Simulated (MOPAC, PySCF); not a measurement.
Cl4Si, SMILES `Cl[Si](Cl)(Cl)Cl`, neutral singlet in the gas phase. 

Cartesian coordinates (Å):
SMILES: Cl[Si](Cl)(Cl)Cl
```xyz
5

Cl    -1.4620    -0.5144    -1.3236
Si     0.0000     0.0000     0.0000
Cl    -0.0145     2.0191     0.2774
Cl    -0.3367    -0.9328     1.7806
Cl     1.8132    -0.5718    -0.7344
```
Charge 0, multiplicity 1.

All levels are single points at this geometry (PBE-D3(BJ)/def2-TZVP); Pople sets use spherical d functions. Orbital energies aren't observables, and empty levels follow the basis.

```tsv
level	HOMO (eV)	LUMO (eV)	gap (eV)	dipole (D)	vertical IE, Delta-SCF (eV)
PBE-D3(BJ)/def2-TZVP in PySCF	-8.11	-1.82	6.29	0.00	–
B3LYP/LANL2DZ in PySCF	-9.80	-2.07	7.73	0.00	–
HF/3-21G in PySCF	-13.69	1.80	15.49	0.00	–
HF/6-31G* in PySCF	-13.09	3.02	16.11	0.00	12.34
HF/STO-3G in PySCF	-12.08	4.74	16.82	0.00	–
PM6 in MOPAC	-11.59	-1.42	10.17	0.00	–
```
